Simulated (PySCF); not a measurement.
Write Cartesian coordinates for `[CH]1CC=CCC1` [radical] as optimised with PBE0-D3(BJ)/def2-SVP. (Doublet state.)

```xyz
15
C6H9 angstrom
C      0.2161    1.2561   -0.5479
C      1.4455    0.5420   -0.1091
C      1.1807   -0.8657    0.3387
C     -0.0348   -1.4233    0.3406
C     -1.2800   -0.6939   -0.0688
C     -1.1034    0.8277   -0.0113
H      0.3130    2.2023   -1.0866
H      2.1992    0.5348   -0.9196
H      1.9497    1.0941    0.7163
H      2.0465   -1.4560    0.6570
H     -0.1414   -2.4700    0.6456
H     -2.1211   -0.9995    0.5758
H     -1.5638   -1.0035   -1.0920
H     -1.1873    1.1364    1.0537
H     -1.9277    1.3345   -0.5362
```

Any rigid rotation of these coordinates is as good. Atoms count from 1 in this order. The 6 C–C bonds span 1.337 Å (C3=C4, drawn double) to 1.533 Å (C5–C6, drawn single), a spread of 0.196 Å. The 6-membered ring C1–C2–C3–C4–C5–C6 has internal angles of 112.0° to 123.5° (sum 703°, against 720° for a flat polygon); it is puckered, 0.16 Å rms from its mean plane, widest ring torsion 47°. C4 (carbon bonded to 2 C and H) is planar (angles 123.5°, 119.2° and 117.4°, sum 360.0°, 0.00 Å off the plane of its three neighbours). C1 (carbon bonded to 2 C and H) is almost planar (angles 120.4°, 119.2° and 119.2°, sum 358.8°, 0.08 Å off the plane of its three neighbours).

Bonds between heavy atoms (Å): C1–C2 1.488, C2–C3 1.501, C3=C4 1.337, C4–C5 1.500, C5–C6 1.533, C1–C6 1.487.

Method used: PBE0-D3(BJ)/def2-SVP geometry optimisation, gas phase in PySCF.

PBE0-D3(BJ)/def2-SVP frequencies: not computed here. ⟨S²⟩ = 0.755 (exact for a doublet: 0.75). Torsions: C6–C1–C2–C3 25°, C1–C2–C3–C4 0°, C3–C4–C5–C6 -20°, C4–C5–C6–C1 42°.

On an x86-64 server with one thread, no GPU, shared host, this took 66 s. That covers the optimisation of the geometry.

One conformer stands for the species.
